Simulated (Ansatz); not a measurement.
Two structures, one formula

Two relaxed structures of LiAlSiH$_{4}$, closed shell (PBE0-D4/def2-TZVP; forces vanish, vibrations not checked).

A:

| atom | x (Å) | y (Å) | z (Å) |
| --- | --- | --- | --- |
| Li1 | -2.3013 | 0.1482 | -0.1028 |
| Al2 | -0.4663 | -1.7422 | -0.1983 |
| Si3 | 0.0356 | 0.5459 | 0.0189 |
| H4 | 0.0547 | -3.1378 | -0.7467 |
| H5 | -2.1340 | -1.6425 | -0.2786 |
| H6 | -1.0393 | 0.7396 | 1.1235 |
| H7 | 1.2776 | 0.9952 | 0.7088 |

B:

| atom | x (Å) | y (Å) | z (Å) |
| --- | --- | --- | --- |
| Li1 | -3.0734 | -1.6694 | -0.1722 |
| Al2 | -0.4671 | -1.3245 | -0.0194 |
| Si3 | 0.5743 | 0.9357 | 0.0233 |
| H4 | 0.6888 | -2.4496 | 0.0657 |
| H5 | 0.1458 | 1.7372 | -1.1696 |
| H6 | 0.0668 | 1.7181 | 1.1981 |
| H7 | 2.0647 | 1.0525 | 0.0741 |

Ansatz 0.2.0; basis: def2-TZVPP; cores frozen in the correlated methods. The outer core shell of Li, Na, Mg and K is correlated. B3LYP uses VWN-RPA correlation.

(1) Which structure is lower at CCSD(T), and by how much? (To be estimated.)

(2) Do the other methods give the same order? (Judge from chemistry; the calculation decides.)

T1 diagnostic: at most 0.017. The restricted Hartree–Fock reference is unstable towards an unrestricted one at one or more of these structures.

Answers

(1) Computed: A, by 0.342 eV (electronic energy, against the other). By their contacts, A is LiAlSiH₄ ([H]1[AlH]2[SiH]3[H][Li]123) and B is LiAlSiH₄ ([Li][AlH][SiH3]).

(2) Computed: Not all: HF gives the other order.

```
   method  E(B) − E(A) (eV)
   PBE-D4             0.477
r2SCAN-D4             0.501
  PBE0-D4             0.394
 B3LYP-D4             0.362
  wB97M-V             0.417
       HF            -0.048
      MP2             0.396
     CCSD             0.269
  CCSD(T)             0.342
```

Labels in which every atom is bracketed show which atoms are joined, not bond orders.

For scale, one of the runs: CCSD(T)/def2-TZVPP, 159 basis functions, launched by `ansatz run in.yaml --threads 2 --pin off --events-out ev --progress --plain --max-ram 4352MiB`. The run took 14 s on 2 CPU threads of an Arm Neoverse V1 (shared host), with 1 GiB of host memory at its peak.
